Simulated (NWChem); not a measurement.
**Correlation energy of CHO**

SMILES: [CH]=O
```xyz
3

C      0.4923    -0.3167     0.0000
O     -0.5553     0.2092     0.0000
H      1.4891     0.2260     0.0000
```
Charge 0, spin multiplicity 2.

The numbers come from NWChem runs, not from measurements. The geometry was optimised at UPBE0/def2-SVP, a minimum by its harmonic frequencies.

Basis set: def2-TZVP. Each correlation energy counts from its own Hartree-Fock reference.

The correlated methods keep 2 core orbitals frozen. The structure started from a generated list of species. The unpaired electrons of the parent sit in orbitals of symmetry a' (Cs labels of the run); other states weren't searched. No SCF solution was tested for a lower state. Open-shell Hartree-Fock references start from PBE0 orbitals. No row is a measurement; the coupled-cluster row has its own basis-set and correlation limits.

Task: Order these methods by the correlation energy they give, lowest first: CCSD on ROHF, SCS-UMP2, UMP2, CCSD(T) on ROHF, CCSD[T] on UHF, CCSD on UHF.

Result: CCSD(T) on ROHF (-393.5 mHa), CCSD[T] on UHF (-389.1 mHa), CCSD on ROHF (-376.2 mHa), CCSD on UHF (-370.9 mHa), UMP2 (-363.2 mHa), SCS-UMP2 (-355.6 mHa)
